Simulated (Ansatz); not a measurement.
**C4H8O2 (SMILES C1COCOC1) at 6 levels**

Wanted: a comparison of 6 runs (HF/def2-SVP, B3LYP/6-31G*, PBE0/def2-SVP, B2PLYP/6-311G**, PBE/6-311G**) of C4H8O2. 

The calculation is run with Ansatz 0.2.0.

### 1 Starting point

The species is C4H8O2 (14 atoms), meant as a singlet with charge 0. As SMILES, `C1COCOC1`. The shape is that of a PBE0-D4/def2-TZVP optimisation. This is one conformer, not always the lowest.

Bond lengths: C1–C2 1.518 Å, C2–O3 1.414 Å, O3–C4 1.394 Å, C4–O5 1.394 Å, C1–C6 1.518 Å, O5–C6 1.414 Å, C1–H7 1.093 Å, C1–H8 1.094 Å, C2–H9 1.091 Å, C2–H10 1.102 Å, C4–H11 1.107 Å, C4–H12 1.089 Å, C6–H13 1.091 Å, C6–H14 1.102 Å. Some angles: C1–C2–O3 110.4°, C2–C1–C6 108.6°, C2–O3–C4 110.8°, O3–C4–O5 113.0°, C4–O5–C6 110.8°, C1–C6–O5 110.4°, C1–C2–H9 112.1°, C1–C2–H10 110.0°, O3–C2–H9 106.8°, O3–C2–H10 109.4°.

### 2 Energy and gradient at HF/def2-SVP (run 1)

in.yaml reads:

```yaml
crystal:
  periodic: [false, false, false]
  atoms:
    - {symbol: C, position_ang: [-1.114250, 0.282820, -0.376250]}
    - {symbol: C, position_ang: [0.009610, 1.280180, -0.161890]}
    - {symbol: O, position_ang: [1.240390, 0.735410, -0.595240]}
    - {symbol: C, position_ang: [1.507660, -0.466310, 0.059040]}
    - {symbol: O, position_ang: [0.549240, -1.447800, -0.189510]}
    - {symbol: C, position_ang: [-0.723160, -1.034520, 0.268270]}
    - {symbol: H, position_ang: [-1.267540, 0.132130, -1.448230]}
    - {symbol: H, position_ang: [-2.047630, 0.658190, 0.053600]}
    - {symbol: H, position_ang: [-0.144240, 2.199400, -0.728650]}
    - {symbol: H, position_ang: [0.081120, 1.544040, 0.905890]}
    - {symbol: H, position_ang: [1.572920, -0.284480, 1.148700]}
    - {symbol: H, position_ang: [2.458190, -0.837990, -0.321750]}
    - {symbol: H, position_ang: [-1.421490, -1.835220, 0.021130]}
    - {symbol: H, position_ang: [-0.700790, -0.925880, 1.364900]}
basis:
  gaussian:
    orbitals: def2-SVP
hamiltonian:
  xc: hf
accuracy: high
output:
  forces: true
  orbitals: {seedname: orbitals}
```

Started as:

```console
$ ansatz run in.yaml --threads 1 --pin off --max-ram 2610MiB --events-out events.jsonl --progress --plain --runs-dir runs
```

The log of the run, cut to the lines that bear on the results:

```text
Warning: RAYON_NUM_THREADS=1 ignored (pool sized by the plan → 1); use --threads N
Functional definition: HF
  name "HF"
[...]
3138 factors; integrals over basis functions are off by at most 3.5e-9 eV
[...]
mean field -8315.90383523 eV, -305.6038292227 hartree, gradient 1.1e-8 eV, S^2 0.000000; 0 other end points of the search recorded, 0 dependent functions left out
[...]
reference -8315.90383523 eV, -305.6038292227 hartree; 24, 24 occupied and 100, 100 virtual orbitals, 3138 factors
Total energy: -8315.90383523 eV, -305.6038292227 hartree
Atom 0 at    -1.114250     0.282820    -0.376250 Å, force    -0.043791    -0.001333    -0.081740 eV/Å
Atom 1 at     0.009610     1.280180    -0.161890 Å, force     0.490257     0.275694    -0.243644 eV/Å
Atom 2 at     1.240390     0.735410    -0.595240 Å, force    -0.690851    -0.592462     0.747366 eV/Å
Atom 3 at     1.507660    -0.466310     0.059040 Å, force     0.201020    -0.143935    -0.430788 eV/Å
Atom 4 at     0.549240    -1.447800    -0.189510 Å, force    -0.160418     1.082089     0.436027 eV/Å
Atom 5 at    -0.723160    -1.034520     0.268270 Å, force     0.224289    -0.563693    -0.087510 eV/Å
Atom 6 at    -1.267540     0.132130    -1.448230 Å, force     0.008959     0.008771     0.062399 eV/Å
Atom 7 at    -2.047630     0.658190     0.053600 Å, force     0.040592    -0.018767    -0.031699 eV/Å
Atom 8 at    -0.144240     2.199400    -0.728650 Å, force    -0.022063    -0.077187     0.089685 eV/Å
Atom 9 at     0.081120     1.544040     0.905890 Å, force     0.005541     0.003552    -0.185285 eV/Å
Atom 10 at     1.572920    -0.284480     1.148700 Å, force     0.045097    -0.067148    -0.284975 eV/Å
Atom 11 at     2.458190    -0.837990    -0.321750 Å, force    -0.116247     0.060178     0.125863 eV/Å
Atom 12 at    -1.421490    -1.835220     0.021130 Å, force     0.034278     0.100693     0.056715 eV/Å
Atom 13 at    -0.700790    -0.925880     1.364900 Å, force    -0.016663    -0.066454    -0.172414 eV/Å
Dipole moment:    -0.342153     0.168254     0.322473 e Å
```

It took 14 s on 1 thread of Arm Neoverse V1, shared host; peak memory 0.51 GiB.

### 3 Energy and forces at B3LYP/6-31G(d) (spherical functions) (run 2)

job.yaml reads:

```yaml
crystal:
  periodic: [false, false, false]
  atoms:
    - {symbol: C, position_ang: [-1.114250, 0.282820, -0.376250]}
    - {symbol: C, position_ang: [0.009610, 1.280180, -0.161890]}
    - {symbol: O, position_ang: [1.240390, 0.735410, -0.595240]}
    - {symbol: C, position_ang: [1.507660, -0.466310, 0.059040]}
    - {symbol: O, position_ang: [0.549240, -1.447800, -0.189510]}
    - {symbol: C, position_ang: [-0.723160, -1.034520, 0.268270]}
    - {symbol: H, position_ang: [-1.267540, 0.132130, -1.448230]}
    - {symbol: H, position_ang: [-2.047630, 0.658190, 0.053600]}
    - {symbol: H, position_ang: [-0.144240, 2.199400, -0.728650]}
    - {symbol: H, position_ang: [0.081120, 1.544040, 0.905890]}
    - {symbol: H, position_ang: [1.572920, -0.284480, 1.148700]}
    - {symbol: H, position_ang: [2.458190, -0.837990, -0.321750]}
    - {symbol: H, position_ang: [-1.421490, -1.835220, 0.021130]}
    - {symbol: H, position_ang: [-0.700790, -0.925880, 1.364900]}
basis:
  gaussian:
    orbitals: 6-31G_st_-spherical.json
hamiltonian:
  xc: {name: B3LYP}
accuracy: high
output: {forces: true, orbitals: {seedname: orbitals}}
```

The basis set 6-31G* is read from a file made from the Basis Set Exchange's data (not shown).

Started as:

```console
$ ansatz run job.yaml --threads 1 --pin off --max-ram 2610MiB --events-out events.jsonl --progress --plain --runs-dir runs
```

The log of the run, cut to the lines that bear on the results:

```text
Warning: RAYON_NUM_THREADS=1 ignored (pool sized by the plan → 1); use --threads N
Functional definition: B3LYP
  name "B3LYP"
[...]
2563 factors; integrals over basis functions are off by at most 3.5e-9 eV
[...]
mean field -8371.87085355 eV, -307.6605792102 hartree, gradient 6.4e-8 eV, S^2 0.000000; 0 other end points of the search recorded, 0 dependent functions left out
[...]
reference -8371.87088950 eV, -307.6605805311 hartree; 24, 24 occupied and 76, 76 virtual orbitals, 2563 factors
Total energy: -8371.87088950 eV, -307.6605805311 hartree
Atom 0 at    -1.114250     0.282820    -0.376250 Å, force    -0.309650     0.076862    -0.113867 eV/Å
Atom 1 at     0.009610     1.280180    -0.161890 Å, force    -0.049022     0.329942     0.090882 eV/Å
Atom 2 at     1.240390     0.735410    -0.595240 Å, force     0.296457     0.253074    -0.310978 eV/Å
Atom 3 at     1.507660    -0.466310     0.059040 Å, force     0.324423    -0.069480     0.179887 eV/Å
Atom 4 at     0.549240    -1.447800    -0.189510 Å, force     0.070945    -0.460172    -0.178551 eV/Å
Atom 5 at    -0.723160    -1.034520     0.268270 Å, force    -0.215284    -0.194575     0.188488 eV/Å
Atom 6 at    -1.267540     0.132130    -1.448230 Å, force    -0.011811    -0.014054    -0.095801 eV/Å
Atom 7 at    -2.047630     0.658190     0.053600 Å, force    -0.123641     0.043907     0.025763 eV/Å
Atom 8 at    -0.144240     2.199400    -0.728650 Å, force    -0.005542     0.098352    -0.045100 eV/Å
Atom 9 at     0.081120     1.544040     0.905890 Å, force    -0.015867     0.049566     0.095628 eV/Å
Atom 10 at     1.572920    -0.284480     1.148700 Å, force     0.058808    -0.001743     0.090401 eV/Å
Atom 11 at     2.458190    -0.837990    -0.321750 Å, force     0.075063    -0.027557    -0.020356 eV/Å
Atom 12 at    -1.421490    -1.835220     0.021130 Å, force    -0.064043    -0.086531    -0.010662 eV/Å
Atom 13 at    -0.700790    -0.925880     1.364900 Å, force    -0.030837     0.002410     0.104264 eV/Å
Dipole moment:    -0.292491     0.137119     0.239535 e Å
```

It took 20 s on 1 thread of Arm Neoverse V1, shared host; peak memory 0.41 GiB.

Runs 3 to 4 aren't shown in full; the table further down has their settings and results.

### 4 Energy and gradient at B2PLYP/6-311G(d,p) (run 5)

molecule.yaml reads:

```yaml
crystal:
  periodic: [false, false, false]
  atoms:
    - {symbol: C, position_ang: [-1.114250, 0.282820, -0.376250]}
    - {symbol: C, position_ang: [0.009610, 1.280180, -0.161890]}
    - {symbol: O, position_ang: [1.240390, 0.735410, -0.595240]}
    - {symbol: C, position_ang: [1.507660, -0.466310, 0.059040]}
    - {symbol: O, position_ang: [0.549240, -1.447800, -0.189510]}
    - {symbol: C, position_ang: [-0.723160, -1.034520, 0.268270]}
    - {symbol: H, position_ang: [-1.267540, 0.132130, -1.448230]}
    - {symbol: H, position_ang: [-2.047630, 0.658190, 0.053600]}
    - {symbol: H, position_ang: [-0.144240, 2.199400, -0.728650]}
    - {symbol: H, position_ang: [0.081120, 1.544040, 0.905890]}
    - {symbol: H, position_ang: [1.572920, -0.284480, 1.148700]}
    - {symbol: H, position_ang: [2.458190, -0.837990, -0.321750]}
    - {symbol: H, position_ang: [-1.421490, -1.835220, 0.021130]}
    - {symbol: H, position_ang: [-0.700790, -0.925880, 1.364900]}
basis:
  gaussian:
    orbitals: 6-311G_st__st_.json
correlation:
  frozen_orbitals: {C: 1, H: 0, O: 1}
output: {forces: true, orbitals: {seedname: orbitals}}
accuracy: high
hamiltonian:
  xc: {name: B2PLYP}
```

The basis set 6-311G** is read from a file made from the Basis Set Exchange's data (not shown).

Started as:

```console
$ ansatz run molecule.yaml --threads 1 --pin off --max-ram 2610MiB --events-out events.jsonl --progress --plain --runs-dir runs
```

The log of the run, cut to the lines that bear on the results:

```text
Warning: RAYON_NUM_THREADS=1 ignored (pool sized by the plan → 1); use --threads N
Functional definition: B2PLYP
  name "B2PLYP"
[...]
3358 factors; integrals over basis functions are off by at most 1.1e-8 eV
[...]
mean field -8357.36245235 eV, -307.1274053003 hartree, gradient 2.4e-8 eV, S^2 0.000000; 0 other end points of the search recorded, 0 dependent functions left out
6 core orbitals not correlated: weight in the atoms' cores, before any rotation towards them, 1.000 or more for the frozen orbitals, at most 0.000 for the correlated occupied ones
reference -8357.36248101 eV, -307.1274063534 hartree; 18, 18 occupied and 132, 132 virtual orbitals, 3358 factors
second order -32.46820174 eV of doubles, -0.00000000 eV of singles
[...]
Total energy: -8366.12889548 eV, -307.4495661430 hartree
Atom 0 at    -1.114250     0.282820    -0.376250 Å, force    -0.306401     0.070727    -0.141342 eV/Å
[...]
Atom 4 at     0.549240    -1.447800    -0.189510 Å, force     0.087058    -0.406831    -0.203855 eV/Å
Atom 5 at    -0.723160    -1.034520     0.268270 Å, force    -0.286305    -0.162570     0.244703 eV/Å
Atom 6 at    -1.267540     0.132130    -1.448230 Å, force     0.034372    -0.008287     0.013905 eV/Å
Atom 7 at    -2.047630     0.658190     0.053600 Å, force    -0.022409     0.007403     0.001783 eV/Å
Atom 8 at    -0.144240     2.199400    -0.728650 Å, force     0.013264    -0.025208     0.012811 eV/Å
Atom 9 at     0.081120     1.544040     0.905890 Å, force    -0.012959    -0.005890    -0.007791 eV/Å
Atom 10 at     1.572920    -0.284480     1.148700 Å, force     0.008753    -0.005008    -0.012437 eV/Å
Atom 11 at     2.458190    -0.837990    -0.321750 Å, force    -0.067979     0.023502     0.010724 eV/Å
Atom 12 at    -1.421490    -1.835220     0.021130 Å, force     0.026387     0.016155     0.005204 eV/Å
Atom 13 at    -0.700790    -0.925880     1.364900 Å, force    -0.008222     0.009199    -0.010721 eV/Å
Dipole moment:    -0.293378     0.140247     0.254857 e Å
```

It took 95 s on 1 thread of Arm Neoverse V1, shared host; peak memory 0.83 GiB.

### 5 Energy and gradient at PBE/6-311G(d,p) (run 6)

in.yaml, as its differences from that of step 2:

```diff
@@ -19,8 +19,8 @@
   gaussian:
-    orbitals: def2-SVP
+    orbitals: 6-311G_st__st_.json
+magnetization:
+  spin_polarized: false
 hamiltonian:
-  xc: hf
+  xc: {name: PBE}
 accuracy: high
-output:
-  forces: true
-  orbitals: {seedname: orbitals}
+output: {forces: true, orbitals: {seedname: orbitals}}
```

The basis set 6-311G** is read from a file made from the Basis Set Exchange's data (not shown).

Started as:

```console
$ ansatz run in.yaml --threads 1 --pin off --max-ram 2610MiB --events-out events.jsonl --progress --plain --runs-dir runs
```

The log of the run, cut to the lines that bear on the results:

```text
Warning: RAYON_NUM_THREADS=1 ignored (pool sized by the plan → 1); use --threads N
Functional definition: PBE
  name "PBE"
[...]
3358 factors; integrals over basis functions are off by at most 1.1e-8 eV
[...]
mean field -8364.06302389 eV, -307.3736467623 hartree, gradient 3.3e-8 eV, S^2 0.000000; 0 other end points of the search recorded, 0 dependent functions left out
[...]
reference -8364.06302804 eV, -307.3736469148 hartree; 24, 24 occupied and 132, 132 virtual orbitals, 3358 factors
Total energy: -8364.06302804 eV, -307.3736469148 hartree
Atom 0 at    -1.114250     0.282820    -0.376250 Å, force    -0.199230     0.062293    -0.004163 eV/Å
Atom 1 at     0.009610     1.280180    -0.161890 Å, force    -0.191789     0.142957     0.071359 eV/Å
Atom 2 at     1.240390     0.735410    -0.595240 Å, force     0.523731     0.429812    -0.567455 eV/Å
Atom 3 at     1.507660    -0.466310     0.059040 Å, force     0.211316    -0.030473     0.196971 eV/Å
Atom 4 at     0.549240    -1.447800    -0.189510 Å, force     0.132846    -0.805761    -0.337952 eV/Å
Atom 5 at    -0.723160    -1.034520     0.268270 Å, force    -0.230514     0.021272     0.094099 eV/Å
Atom 6 at    -1.267540     0.132130    -1.448230 Å, force    -0.027158    -0.042351    -0.274206 eV/Å
Atom 7 at    -2.047630     0.658190     0.053600 Å, force    -0.272745     0.104548     0.098067 eV/Å
Atom 8 at    -0.144240     2.199400    -0.728650 Å, force    -0.030725     0.250992    -0.142161 eV/Å
Atom 9 at     0.081120     1.544040     0.905890 Å, force    -0.004960     0.085413     0.323397 eV/Å
Atom 10 at     1.572920    -0.284480     1.148700 Å, force     0.042414     0.056462     0.375729 eV/Å
Atom 11 at     2.458190    -0.837990    -0.321750 Å, force     0.245065    -0.098090    -0.110298 eV/Å
Atom 12 at    -1.421490    -1.835220     0.021130 Å, force    -0.180009    -0.220664    -0.054432 eV/Å
Atom 13 at    -0.700790    -0.925880     1.364900 Å, force    -0.018241     0.043590     0.331045 eV/Å
Dipole moment:    -0.275865     0.129163     0.225049 e Å
```

Wall time 29 s (1 thread of Arm Neoverse V1, shared host); peak memory 0.64 GiB.

### 6 The series

```
run                               level  Cartesian functions  frozen core orbitals  energy (Eh)  dipole moment (D)  HOMO energy (eV)  LUMO energy (eV)  wall time
  1                         HF/def2-SVP                   no                     –  -305.603829               2.40            -11.68              4.82       14 s
  2  B3LYP/6-31G* (spherical functions)                   no                     –  -307.660581               1.93             -7.07              2.52       20 s
  3  B3LYP/6-31G* (Cartesian functions)                  yes                     –  -307.665525               1.94             -7.08              2.52       20 s
  4                       PBE0/def2-SVP                   no                     –  -307.094252               2.03             -7.57              1.90       24 s
  5                     B2PLYP/6-311G**                   no                     6  -307.449566               1.98             -9.08              2.43       95 s
  6                        PBE/6-311G**                   no                     –  -307.373647               1.82             -5.93              0.70       29 s
```

### 7 What came out

| quantity | value |
| --- | --- |
| run 6: total energy | -307.37365 Eh |
| run 6: dipole moment | 1.82 D |
| run 6: HOMO energy | -5.93 eV |
| run 6: LUMO energy | 0.70 eV |
| run 6: HOMO–LUMO gap | 6.62 eV |
| run 6: largest force on an atom | 0.884 eV/Å |

What this shows: The dipole moment (its size) runs from 1.82 D (PBE/6-311G**) to 2.40 D (HF/def2-SVP). The two ends differ in method and basis. The HOMO–LUMO gap runs from 6.62 eV (PBE/6-311G**) to 16.50 eV (HF/def2-SVP). Totals of different functionals can't be ranked against each other. All runs together took 3.4 min, the longest 95 s.
